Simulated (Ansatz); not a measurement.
Born–Oppenheimer molecular dynamics of AlFH6Si (9 atoms, charge 0, multiplicity 1). It starts at the highest image of a converged band, a first-order saddle point between two minima.

Theory: Ansatz, RKS PBE0-D4/def2-SVP.

```
ensemble                      : NVE (velocity Verlet)
time step                     : 0.5 fs
steps asked                   : 200
starting velocities drawn for : 300 K
seed                          : 2446
```

First frame:

```xyz
9
Properties=species:S:1:pos:R:3
Al -0.125 -0.254 -0.023
F 0.296 0.376 1.746
H 1.097 0.049 -0.980
H -1.656 0.017 -0.312
Si 0.157 -2.594 1.024
H -0.170 -3.111 -0.354
H 1.506 -3.133 1.377
H -0.868 -3.165 1.952
H 0.317 -0.701 1.771
```

Question: How far do the bonds stretch over the last three quarters of this one trajectory? (Pairs bonded in most of those frames.)

Answer: 
```json
{"bond": "Al1–F2", "mean (Å)": "2.183", "spread (Å)": "0.055", "shortest": "2.06", "longest": "2.24"}
{"bond": "Al1–H3", "mean (Å)": "1.601", "spread (Å)": "0.042", "shortest": "1.53", "longest": "1.66"}
{"bond": "Al1–H4", "mean (Å)": "1.593", "spread (Å)": "0.014", "shortest": "1.57", "longest": "1.61"}
{"bond": "Al1–Si5", "mean (Å)": "2.459", "spread (Å)": "0.030", "shortest": "2.42", "longest": "2.53"}
{"bond": "F2–H9", "mean (Å)": "0.937", "spread (Å)": "0.011", "shortest": "0.92", "longest": "0.97"}
{"bond": "Si5–H6", "mean (Å)": "1.505", "spread (Å)": "0.024", "shortest": "1.46", "longest": "1.54"}
{"bond": "Si5–H7", "mean (Å)": "1.523", "spread (Å)": "0.026", "shortest": "1.48", "longest": "1.57"}
{"bond": "Si5–H8", "mean (Å)": "1.504", "spread (Å)": "0.032", "shortest": "1.45", "longest": "1.55"}
```

Mean temperature of the second half: 301 K. The conserved energy stayed within 0.083 meV per atom of its start (net change 0.053 meV per atom), so the integration is sound. A run of 0.1 ps of so small a system gives no equilibrium averages. The orbitals stay closed-shell, which can raise the energy where a bond breaks towards radicals; this wasn't checked here.

Time of the run: 5.7 min on 1 thread of Intel(R) Xeon(R) Platinum 8488C (Sapphire Rapids), with other jobs on the host, peak memory 0.17 GiB.
